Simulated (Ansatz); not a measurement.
A run for Ansatz (an electronic-structure program): U-CCSD(T)/aug-cc-pVTZ on CH3 (SMILES [CH3]), 2S+1 = 2, atoms moved off the minimum.

Ansatz 0.2 input:
```yaml
crystal:
  periodic: [false, false, false]
  atoms:
    - {symbol: C, position_ang: [-0.00188556, -0.03150275, -0.16834375]}
    - {symbol: H, position_ang: [0.92840638, -0.34371006, -0.02596437]}
    - {symbol: H, position_ang: [-0.64915396, -0.91580148, -0.00807917]}
    - {symbol: H, position_ang: [-0.26486860, 0.95600185, 0.09881701]}
basis:
  gaussian:
    orbitals: aug-cc-pVTZ
magnetization: {spin_polarized: true, initial_magnetization: 1}
correlation: {method: ccsd_t, electrons: outside_noble_gas}
scf: {omitted_lower_state_checks: [cluster_reference]}
output: {forces: true}
```

The head of its log:

```
WARN ansatz: RAYON_NUM_THREADS=1 ignored (pool sized by the plan → 1); use --threads N
Functional definition: HF
these checks for a lower state are left out or cut short: cluster_reference
integrals: 0.26 GiB planned
636 factors; integrals over basis functions are off by at most 8.7e-4 eV
mean field: 0.21 GiB planned
mean field evaluation 1: about -1075.7463 eV, gradient 1.3e1 eV
mean field evaluation 2: about -1075.7464 eV, gradient 1.3e1 eV
mean field evaluation 4: about -1076.6338 eV, gradient 1.2e0 eV
mean field evaluation 8: about -1076.6500 eV, gradient 3.7e-2 eV
mean field -1076.65007514 eV, -39.5661604817 hartree, gradient 1.1e-6 eV, S^2 0.759427; 0 other end points of the search recorded, 0 dependent functions left out
1 core orbitals not correlated
reference -1076.65007514 eV, -39.5661604817 hartree; 4, 3 occupied and 110, 111 virtual orbitals, 636 factors
densities: 1.56 GiB planned
```

Question: What total energy does the run end on?

Answer: -39.7509 hartree (reference determinant -39.5662, T1 diagnostic 0.009).
